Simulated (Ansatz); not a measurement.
# PH₄, doublet: the ladder up to full CI

Geometry: displaced at random from a stationary point.

```json
{"atom": "P", "x (Å)": "0.0562", "y (Å)": "0.0056", "z (Å)": "0.0013"}
{"atom": "H", "x (Å)": "0.0073", "y (Å)": "0.0139", "z (Å)": "-1.5018"}
{"atom": "H", "x (Å)": "-0.9403", "y (Å)": "1.0598", "z (Å)": "0.0047"}
{"atom": "H", "x (Å)": "-0.8572", "y (Å)": "-1.1520", "z (Å)": "0.0229"}
{"atom": "H", "x (Å)": "0.0639", "y (Å)": "-0.0929", "z (Å)": "1.4347"}
```

Basis 6-31G; Ansatz 0.2.0. Correlated methods freeze the noble-gas cores, which leaves 9 electrons in 16 orbitals. Prefix R: restricted or restricted open-shell reference; prefix U: unrestricted. Active spaces: valence = (9e, 8o) chosen from the atoms' valence shells.

Full CI is exact within this basis and frozen core; it isn't the basis-set limit. The frozen core follows each run's orbitals, which can shift R against U totals by a few meV.

For open shells CISD and CISDTQ are restricted-active-space CI with the open shells as a complete middle space.

* UHF ⟨S²⟩: 0.781
* T1 diagnostic (RCCSD): 0.0203
* largest doubles amplitude (RCCSD): 0.078
* T1 diagnostic (UCCSD): 0.0108

```json
{"level": "UHF", "E − E(RHF) (eV)": "-0.2114"}
{"level": "RMP2", "E − E(RHF) (eV)": "-2.0860"}
{"level": "UMP2", "E − E(RHF) (eV)": "-2.0932"}
{"level": "RCCSD", "E − E(RHF) (eV)": "-2.7870"}
{"level": "UCCSD", "E − E(RHF) (eV)": "-2.7886"}
{"level": "RCCSD(T)", "E − E(RHF) (eV)": "-2.8184"}
{"level": "UCCSD(T)", "E − E(RHF) (eV)": "-2.8181"}
```

Task: Estimate how far full CI in 6-31G lies from RCCSD(T). The table doesn't fix it; the size of (T) and the diagnostics are the guide.

Result: Full CI in 6-31G lies 0.44 mEh below RCCSD(T), which is 38 % of the (T) step (-1.16 mEh). The diagnostics give no warning, yet the rest is a sizeable part of (T).

The other levels:

```tsv
level	E − E(full CI) (mEh)	share of correlation (%)	wall time
CISD	6.14	94.09	0.27 s
BCCD(T)	0.45	99.57	0.24 s
RCCSDT	0.08	99.92	–
UCCSDT	0.08	99.92	–
CISDTQ	0.14	99.86	3.2 s
RCCSDT(Q)	0.01	99.99	0.87 s
UCCSDT(Q)	0.01	99.99	0.81 s
RCCSDTQ	0.00	100.00	15 s
UCCSDTQ	0.00	100.00	15 s
CASSCF (valence space)	35.12	66.24	–
NEVPT2 (valence space)	8.26	92.06	2 s
MRCISD (valence space)	0.88	99.15	–
MRCISD+Q (valence space)	0.20	99.81	2.3 s
```

The correlation energy at full CI, counted from RHF, is -2.830 eV. That run took 48 s on 1 thread of Arm Neoverse V1, shared host over 7,949,760 determinants.

Times hold each run's SCF and search for its determinant on a shared host, so for small cases they say little of a method's own cost; they ran on 1 thread of Arm Neoverse V1.

The full-CI state has the irrep A of C1, in the program's axes.

Natural occupations of full CI about the gap: 1.983 1.963 1.960 1.958 1.003 0.040 0.034 0.031 0.009 0.005; effectively unpaired electrons, Σ n²(2−n)², 1.03.
